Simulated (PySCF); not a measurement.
Compound: ethynylalumane, C₂H₃Al.
Numbering: `[CH:1]#[C:2][AlH2:3]` (hydrogens: H4 on C1; H5, H6 on Al3)

Cartesian coordinates in Å at the PBE0-D3(BJ)/def2-SVP level; atoms count from 1:
```xyz
6
C2H3Al angstrom
C      1.792   -0.186   -0.407
C      0.607   -0.062   -0.135
Al    -1.250    0.130    0.288
H      2.834   -0.294   -0.653
H     -2.164   -1.163    0.311
H     -1.815    1.577    0.601
```

The closed-shell ground state was solved at several levels (PySCF, density fitting, gas phase, non-relativistic).

```csv
level,basis functions,HOMO (eV),LUMO (eV),gap (eV),dipole (D)
PBE0/pcSseg-1,73,-8.01,-1.91,6.10,0.57
wB97X-D/def2-SVPD,88,-9.90,-0.18,9.72,0.55
```

**Question.** Estimate the row for KT3/pcSseg-2, a basis of 157 functions; the other rows only guide the guess.

**Answer.** HOMO -6.83 eV, LUMO -2.60 eV, gap 4.23 eV, dipole 0.50 D.

**Question.** Over all these levels, which gives the widest orbital gap and which the narrowest?

**Answer.** wB97X-D/def2-SVPD (range-separated hybrid) has the widest, 9.72 eV, and KT3/pcSseg-2 (GGA) the narrowest, 4.23 eV. Functional and basis both differ between the two, so the spread mixes both effects.

**Question.** How far do the dipole and the HOMO energy spread over the levels?

**Answer.** The dipole runs from 0.50 to 0.57 D (mean 0.54 D) and the HOMO from -9.90 to -6.83 eV.
